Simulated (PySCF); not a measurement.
# Multinuclear NMR of C4H6O2

Geometry:
```tsv
atom	x (Å)	y (Å)	z (Å)
O1	1.574	-0.264	-1.166
C2	1.257	-0.162	-0.009
O3	2.155	-0.224	0.990
C4	-0.116	0.039	0.498
C5	-1.246	-0.603	-0.271
C6	-1.055	0.867	-0.347
H7	3.045	-0.356	0.628
H8	-0.182	0.104	1.575
H9	-0.967	-1.192	-1.132
H10	-2.072	-1.001	0.298
H11	-0.647	1.274	-1.259
H12	-1.745	1.518	0.168
```

A single conformation, relativity neglected, one averaged value for each set of equivalent atoms, no solvent. J couplings at B3LYP/pcJ-1 (without the spin–dipole term); structure optimised with GFN2-xTB; shieldings: GIAO PBE0/pcSseg-1; PySCF 2.14.

Problem. Where does ¹⁷O resonate?

Solution. 
```csv
atoms,environment,σ (ppm),δ (ppm)
O1,carbonyl oxygen,-58.4,319.9
O3,acid hydroxyl oxygen,120.4,157.0
```

Shieldings were converted by a linear fit to measured shifts: ¹⁷O: δ = 266.70 − 0.911σ (rms 10.7 ppm, 155 shifts, 12.2 ppm with the 3 outliers that the fit left out vs liquid water, solution or neat liquid). A few per cent of atoms miss by over 2 rms, more outside the fitted compound classes. Couplings are scaled by factors fitted to measured values: ²J(H,H) × 0.95 (rms 1.3 Hz), ³J(H,H) × 0.92 (rms 0.5 Hz); all others are unscaled and can be 10–30 % off.

Couplings (the largest are listed; each averaged over equivalent pairs; quadrupolar broadening usually hides them): ¹J(C2,O3) = 31.8 Hz, ¹J(O1,C2) = 29.1 Hz, ²J(O3,C4) = -28.0 Hz, ²J(O1,C4) = -1.4 Hz, ³J(O3,H8) = -1.3 Hz, ³J(O1,H8) = -1.3 Hz.

On a 300 MHz spectrometer ¹⁷O resonates near 40.7 MHz, so 1 ppm is 40.7 Hz.

In solution the two oxygens of a carboxylic acid exchange roles by proton transfer and give one 17O line. Hydrogen bonding in solution shields acid and N–H amide carbonyl oxygens by tens of ppm.
